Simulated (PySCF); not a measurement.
H6Si2, SMILES [SiH3][SiH3] (connectivity only; charge and spin as stated), charge -1, multiplicity 2. Atoms are numbered in the order given.

```xyz
8

Si    -1.2678    -0.0239     0.0000
Si     1.2678     0.0239     0.0000
H     -1.6097     0.8768     1.1886
H     -1.6097     0.8768    -1.1886
H     -2.5626    -0.9358     0.0000
H      1.6097    -0.8768     1.1886
H      1.6097    -0.8768    -1.1886
H      2.5626     0.9358     0.0000
```
Charge -1, spin multiplicity 2.

Geometry: PBE-D3(BJ)/def2-SVPD. The spin state was assumed, not searched.

These are PySCF with PBE-D3(BJ)/def2-SVPD values and carry that method's errors.

Frequencies are harmonic and unscaled.

```json
[
 {"mode": "1", "ν (cm⁻¹)": "163", "IR (km/mol)": "3.9", "moving atoms (share of kinetic energy)": "H 99 %"},
 {"mode": "2", "ν (cm⁻¹)": "231", "IR (km/mol)": "41.6", "moving atoms (share of kinetic energy)": "H 97 %"},
 {"mode": "3", "ν (cm⁻¹)": "238", "IR (km/mol)": "0.0", "moving atoms (share of kinetic energy)": "Si 91 %, H 9 %"},
 {"mode": "4", "ν (cm⁻¹)": "275", "IR (km/mol)": "17.1", "moving atoms (share of kinetic energy)": "H 97 %"},
 {"mode": "5", "ν (cm⁻¹)": "493", "IR (km/mol)": "0.0", "moving atoms (share of kinetic energy)": "H 80 %, Si 20 %"},
 {"mode": "6", "ν (cm⁻¹)": "531", "IR (km/mol)": "0.0", "moving atoms (share of kinetic energy)": "H 81 %, Si 19 %"},
 {"mode": "7", "ν (cm⁻¹)": "804", "IR (km/mol)": "475.3", "moving atoms (share of kinetic energy)": "H 92 %"},
 {"mode": "8", "ν (cm⁻¹)": "837", "IR (km/mol)": "0.0", "moving atoms (share of kinetic energy)": "H 96 %"},
 {"mode": "9", "ν (cm⁻¹)": "874", "IR (km/mol)": "48.5", "moving atoms (share of kinetic energy)": "H 98 %"},
 {"mode": "10", "ν (cm⁻¹)": "881", "IR (km/mol)": "218.5", "moving atoms (share of kinetic energy)": "H 97 %"},
 {"mode": "11", "ν (cm⁻¹)": "903", "IR (km/mol)": "0.0", "moving atoms (share of kinetic energy)": "H 95 %"},
 {"mode": "12", "ν (cm⁻¹)": "913", "IR (km/mol)": "0.0", "moving atoms (share of kinetic energy)": "H 99 %"},
 {"mode": "13", "ν (cm⁻¹)": "1642", "IR (km/mol)": "1848.6", "moving atoms (share of kinetic energy)": "H 97 %"},
 {"mode": "14", "ν (cm⁻¹)": "1721", "IR (km/mol)": "0.0", "moving atoms (share of kinetic energy)": "H 97 %"},
 {"mode": "15", "ν (cm⁻¹)": "1995", "IR (km/mol)": "297.8", "moving atoms (share of kinetic energy)": "H 98 %"},
 {"mode": "16", "ν (cm⁻¹)": "2001", "IR (km/mol)": "0.0", "moving atoms (share of kinetic energy)": "H 96 %"},
 {"mode": "17", "ν (cm⁻¹)": "2001", "IR (km/mol)": "0.0", "moving atoms (share of kinetic energy)": "H 98 %"},
 {"mode": "18", "ν (cm⁻¹)": "2016", "IR (km/mol)": "452.0", "moving atoms (share of kinetic energy)": "H 96 %"}
]
```
